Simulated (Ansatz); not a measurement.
Ansatz (a program for electronic structure) input (MP2/STO-3G):

Ansatz 0.2 input:
```yaml
crystal:
  periodic: [false, false, false]
  atoms:
    - {symbol: O, position_ang: [-1.03161242, -0.43547658, -0.01906221]}
    - {symbol: C, position_ang: [0.00415137, 0.42058817, 0.00392352]}
    - {symbol: O, position_ang: [1.15861150, 0.10574915, 0.01788813]}
    - {symbol: H, position_ang: [-0.66969788, -1.33749408, -0.02206250]}
    - {symbol: H, position_ang: [-0.37120299, 1.45178455, 0.00791402]}
basis:
  gaussian:
    orbitals: STO-3G
magnetization: {spin_polarized: false}
correlation: {method: mp2, electrons: outside_noble_gas}
```

Predict the final energy.

-186.36768 Eh.
